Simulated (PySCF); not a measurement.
Compound: C6H9 (doublet state).
Atom-mapped SMILES: `[CH3:1][C@@H:2]1[C:3]=[CH:4][C@H:5]1[CH3:6]` (hydrogens: H7, H8, H9 on C1; H10 on C2; H11 on C4; H12 on C5; H13, H14, H15 on C6)

Method used: PySCF, UKS B3LYP, pcH-1 on C H, non-relativistic, mean-field spin-orbit, GIAO. Isolated species at its GFN2-xTB geometry, gas phase. The geometry wasn't refined by DFT: couplings that depend on bond lengths, twists or pyramidal angles can differ widely from those at the functional's own minimum. Stability of the SCF solution: not tested.

Problem. Give the principal g shifts and their parts.

Solution. 
```tsv
Δg (ppm)	1	2	3
relativistic mass correction	-167	-167	-167
gauge correction	15	10	-15
orbital Zeeman/spin–orbit	-942	-26	859
total	-1094	-182	677
```

So g = 2.00123, 2.00214, 2.00300 and g_iso = 2.00212; the tensor is rhombic: the two nearest values differ by 49 % of g3 − g1. 

Problem. What are the electron Larmor frequencies g μB B/h along the three axes at 340 mT?

Solution. 9.5233, 9.5276, 9.5317 GHz for g1, g2 and g3, a range of 8.4 MHz.

Problem. What effective moment and Curie constant follow for a powder?

Solution. With the mean of g² = 4.0085 and S(S+1) = 0.75: μ_eff = √(⟨g²⟩S(S+1)) = 1.734 μB and χT = 0.12505·⟨g²⟩·S(S+1) = 0.376 cm³ K/mol (cgs; spin-Hamiltonian part alone).

Problem. How much does each term add to the isotropic shift?

Solution. The mass correction -167, the orbital-Zeeman/spin–orbit term -36 and the gauge correction 4 ppm, for a total of -200 ppm. The mass correction is the largest in size. The mass correction is the same along every axis, so the anisotropy comes from the other two: their spans along these axes are 30 (gauge) and 1800 ppm (orbital Zeeman/spin–orbit).

Problem. In a frozen sample, at which fields do the three g values resonate at 9.5, 34, 94 and 263 GHz (hyperfine left aside), and which band first spreads them over more than twice a line width of 0.3 mT?

Solution. 
| band | GHz | B(g3) mT | B(g2) mT | B(g1) mT | spread mT |
| --- | --- | --- | --- | --- | --- |
| X | 9.5 | 338.87 | 339.01 | 339.17 | 0.30 |
| Q | 34.0 | 1212.79 | 1213.32 | 1213.87 | 1.07 |
| W | 94.0 | 3353.02 | 3354.46 | 3355.99 | 2.97 |
| J | 263.0 | 9381.32 | 9385.35 | 9389.62 | 8.30 |

The spread grows in proportion to the frequency. Q band is the first where it exceeds 0.6 mT.

The largest Mulliken spin populations are on C3 (+0.90), C5 (+0.08) and C4 (-0.07). No atom but C3 exceeds +0.15.

The HOMO–LUMO gaps are 6.35 eV among the α and 4.66 eV among the β orbitals.

The run took 34 s of wall time (with the writing of density and orbital grids) on one thread of an AMD EPYC 7B13 (shared host), and the process peaked at 0.96 GiB of memory.
